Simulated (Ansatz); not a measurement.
Task: a ranking of conformers of C₃H₅S (charge -1), SMILES C=CC[S-], with the Ansatz DFT code, driven from Python. Give the script and its output. Settings (for the species named): r2SCAN, cc-pVDZ basis, multiplicity 1.

The script, `conformers.py`:
```python
# -*- coding: utf-8 -*-
"""Rank force-field conformers of C3H5S(-) by single points."""

from dataclasses import dataclass

import ansatz
from rdkit import Chem
from rdkit.Chem import AllChem


@dataclass(frozen=True)
class Options:
    basis: str = "cc-pVDZ"
    xc: str = "r2scan"
    net_charge: int = -1


opts = Options()

rd = Chem.AddHs(Chem.MolFromSmiles("C=CC[S-]"))
ids = list(AllChem.EmbedMultipleConfs(rd, numConfs=20, randomSeed=834, pruneRmsThresh=0.4))
field = [energy for _, energy in AllChem.MMFFOptimizeMoleculeConfs(rd)]
distinct = {round(e, 2): i for i, e in zip(ids, field)}
chosen = sorted(distinct.items())[:5]
found = []
for force_field, index in chosen:
    c3h5s = ansatz.Crystal.molecule()
    for atom, xyz in zip(rd.GetAtoms(), rd.GetConformer(index).GetPositions()):
        c3h5s = c3h5s.atom(atom.GetSymbol(), xyz.round(5).tolist())
    calc = c3h5s.calculation().basis(gaussian=opts.basis).functional(opts.xc).charge(opts.net_charge)
    found.append(calc.run().report["free_energy_ev"])
print("conformer   MMFF (kcal/mol)   this level (eV)")
for (force_field, index), e in zip(chosen, found):
    print(f"{index:9d} {force_field - chosen[0][0]:17.2f} {(e - min(found)):17.3f}")
```

```console
$ python conformers.py
conformer   MMFF (kcal/mol)   this level (eV)
        2              0.00             0.000
        0              4.97             0.067
```

The conformers keep their force-field geometries. Anions want diffuse functions, which this basis lacks. The whole script took 8.7 s on 1 thread of Arm Neoverse V2 (shared host), peak memory 0.26 GiB.
